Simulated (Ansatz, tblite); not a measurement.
Species of one formula, CH$_{8}$Si$_{2}$ (singlet), each relaxed with PBE-D4/def2-SVP in Ansatz.

The xTB rows come from tblite. Correlated methods freeze 11 core orbitals.

Other spin states weren't relaxed.

A:

```xyz
11

C    -0.732    0.726   -1.415
Si    0.751    0.053   -0.442
Si    0.094   -0.725    1.681
H     1.792    1.129   -0.263
H     1.399   -1.082   -1.195
H    -0.413    1.094   -2.411
H    -1.210    1.566   -0.872
H    -1.494   -0.065   -1.566
H    -0.504    0.397    2.491
H     1.265   -1.287    2.444
H    -0.947   -1.807    1.547
```

B:

```tsv
atom	x (Å)	y (Å)	z (Å)
C1	-0.5504	-0.5201	-0.1970
Si2	1.2707	-0.9903	0.0199
Si3	-0.9323	1.3101	0.1014
H4	1.4840	-2.4636	-0.2060
H5	1.7326	-0.6498	1.4120
H6	2.1216	-0.2289	-0.9615
H7	-0.5824	1.6874	1.5163
H8	-0.1212	2.1685	-0.8328
H9	-2.3911	1.6064	-0.1248
H10	-1.1639	-1.1307	0.5004
H11	-0.8675	-0.7890	-1.2279
```

Question: Estimate their order by electronic energy at CCSD(T)/def2-TZVPP, counted from the lowest.

Answer: B (0.0) < A (0.6), in kcal/mol.

Question: Do the other levels pick the same lowest one?

Answer: Not HF/STO-3G, PBE-D4/def2-SVP, PBE-D4/def2-TZVP, r2SCAN-D4/def2-TZVP, PBE0-D4/def2-SVP, PBE0-D4/def2-TZVP. Energies above each level's lowest (kcal/mol):

```csv
level,A,B
GFN1-xTB,11.1,0.0
GFN2-xTB,6.9,0.0
HF/STO-3G,0.0,4.4
HF/def2-TZVP,1.8,0.0
HF/def2-TZVPP,1.7,0.0
PBE-D4/def2-SVP,0.0,2.5
PBE-D4/def2-TZVP,0.0,2.5
r2SCAN-D4/def2-TZVP,0.0,0.8
PBE0-D4/def2-SVP,0.0,1.7
PBE0-D4/def2-TZVP,0.0,1.7
CAM-B3LYP-D4/def2-TZVP,0.6,0.0
ωB97M-V/def2-TZVP,1.4,0.0
MP2/def2-TZVP,2.1,0.0
MP2/def2-TZVPP,2.1,0.0
CCSD/def2-TZVPP,0.7,0.0
CCSD(T)/def2-TZVPP,0.6,0.0
```
Point groups (tolerance 0.1 Å): A not assigned, B not assigned.
